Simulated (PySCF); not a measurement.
## Electronic absorption of C3H9OP

C₃H₉OP.
Atom-mapped SMILES: `[CH3:1][P:2]([CH3:3])([CH3:4])=[O:5]` (hydrogens: H6, H7, H8 on C1; H9, H10, H11 on C3; H12, H13, H14 on C4)

Computed, not measured: PySCF 2.14.0, density-fitted response routines, TDDFT PBE0/def2-SVPD, vertical, gas phase, core orbitals frozen in the response. Isolated species at its PBE0-D3(BJ)/def2-SVP geometry, gas phase.

What does the calculation give for the low-lying excited states?

| state | E (eV) | E (hartree) | f | \|μ\| (D) | main configurations (H = HOMO, L = LUMO) |
| --- | --- | --- | --- | --- | --- |
| S1 | 6.77 | 0.2486 | 0.033 | 1.13 | H-1/H→L (97%) |
| S2 | 6.77 | 0.2487 | 0.033 | 1.14 | H-1/H→L (97%) |
| S3 | 7.74 | 0.2845 | 0.0005 | 0.13 | H-1/H→L+3 (≥82%) |
| S4 | 7.74 | 0.2846 | 0.0004 | 0.12 | H-1/H→L+3 (≥83%) |
| S5 | 7.87 | 0.2891 | 0.0000 | 0.02 | H-1/H→L+1/L+2 (≥86%) |
| S6 | 7.88 | 0.2897 | 0.016 | 0.72 | H-1/H→L+1/L+2 (≥82%) |
| S7 | 7.88 | 0.2898 | 0.016 | 0.72 | H-1/H→L+1/L+2 (≥81%) |
| S8 | 8.05 | 0.2958 | 0.015 | 0.71 | H-1/H→L+1/L+2 (≥88%) |
| S9 | 8.49 | 0.3119 | 0.0014 | 0.21 | H-1/H→L+4 (≥84%) |
| S10 | 8.49 | 0.3119 | 0.0019 | 0.24 | H-1/H→L+4 (≥66%), H-1/H→L+5 (≥15%) |

Triplets, Tamm–Dancoff:

| state | E (eV) | λ (nm) | main configurations (H = HOMO, L = LUMO) |
| --- | --- | --- | --- |
| T1 | 6.62 | 187.3 | H-1/H→L (≥89%) |
| T2 | 6.62 | 187.3 | H-1/H→L (≥89%) |
| T3 | 7.44 | 166.7 | H-1/H→L+3 (≥68%), H-1/H→L+7 (≥9%), H-1/H→L (≥8%) |
| T4 | 7.44 | 166.6 | H-1/H→L+3 (≥68%), H-1/H→L+7 (≥9%), H-1/H→L (≥8%) |

The lowest singlet level (S1/S2) lies at 6.77 eV (183 nm, vacuum ultraviolet) and is of moderate strength. The lowest level is also the most intense of those listed (f = 0.066 summed). S1/S2, S3/S4, S6/S7 and S9/S10 lie within about 0.01 eV of each other in each set. Löwdin shares by element: HOMO (one of a set within 0.03 eV) oxygen 68%, carbon 14% or more, phosphorus 13%; LUMO carbon 43%, hydrogen 9% or more (atoms not listed hold the other 48%). Orbital energies (eV): HOMO-3 -10.33, HOMO-2 -9.97, HOMO-1 -7.50, HOMO -7.50, LUMO 0.31, LUMO+1 1.41, LUMO+2 1.41. Weighted by f, the mean energy of these states is 7.29 eV. The listed states span 1.72 eV, and the widest gap between neighbours is 0.97 eV (S2 to S3). No computed singlet lies in the visible range (380 to 750 nm); the lowest, at 183 nm, stands 3.50 eV above its violet end (3.26 eV). All these states lie below the vertical ionisation energy of 9.57 eV (ΔSCF). Orbitals of the list HOMO-3 to LUMO+2 that lie within 0.01 eV of each other are written together with a slash and their weights summed (≥ marks a lower bound); for degenerate orbitals outside that list single weights are arbitrary. The window holds the lowest 10 singlets.
